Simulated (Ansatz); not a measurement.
**How the TO phonon frequency at X of rock-salt TiC moves with the method**

No measured value is used here.

```csv
level (code),value (cm⁻¹),cell (Å³/atom)
LDA (Ansatz),549,9.67
BLYP (Ansatz),484,10.50
PBE (Ansatz),516,10.17
revPBE (Ansatz),507,10.31
RPBE (Ansatz),504,10.36
PBE-D3(BJ) (Ansatz),542,9.88
r²SCAN (Ansatz),520,10.13
r²SCAN+rVV10 (Ansatz),526,10.08
```

PBE-D3(BJ): the dispersion coefficients are held fixed in the derivatives. Each level is taken at its own relaxed cell. Cutoffs differ between the levels. Ansatz's density-functional and Hartree–Fock values are scalar-relativistic unless marked +SOC, with PAW data made under PBE.

Ansatz is a first-principles code.
